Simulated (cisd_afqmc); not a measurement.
Input (AFQMC/CISD/cc-pVDZ; cisd_afqmc is a phaseless AFQMC code with CISD trial states that reads the integrals written by Ansatz):

Ansatz 0.2 input:
```python
import cisd_afqmc

open("ham.yaml", "w").write("""\
crystal:
  periodic: [false, false, false]
  atoms:
    - {symbol: C, position_ang: [-0.00000000, -0.00000000, -0.00000000]}
    - {symbol: H, position_ang: [0.00360111, 1.07859343, -0.02702022]}
    - {symbol: H, position_ang: [0.93257816, -0.54247981, 0.01097634]}
    - {symbol: H, position_ang: [-0.93617928, -0.53611362, 0.01604388]}
basis:
  gaussian:
    orbitals: cc-pVDZ
magnetization: {spin_polarized: true, initial_magnetization: 1}
correlation: {method: ccsd, electrons: outside_noble_gas, hamiltonian_folder: ham}
""")
rep = cisd_afqmc.ansatz("ham.yaml")
e_ccsd = rep["correlation"]["coupled_cluster"]["energy"]["hartree"]
out = cisd_afqmc.run("ham", e_ccsd, trial="CISD", walkers=200, populations=8, threads=8, dt=0.005, steps=40, early=24, settle=10, least=32,
    cut=5e-5, rank_cut=2e-4, target=0.0004, seconds=1500, seed=1, memory=17280, gpu=False)
```

Output:

```
orbitals 28, occupied [4, 3], factors 145 of 259, rank of the doubles 98 of 171
E(HF) = -39.563806
E(CCSD) on the cut factors = -39.713223, shift to the whole factors -0.000014
Energy of the trial state on the determinant = -39.713214
  tau behind 7.2 of longer steps, mean of the populations' last blocks
   2.0  -39.71670
   4.0  -39.71626
   6.0  -39.71630
   8.0  -39.71615
blocks 276 (2 outliers left out), error by blocks joined: 1: 0.00005, 2: 0.00006, 4: 0.00007, 8: 0.00008, 16: 0.00006
E(AFQMC/CISD) = -39.71619 +/- 0.00008
```
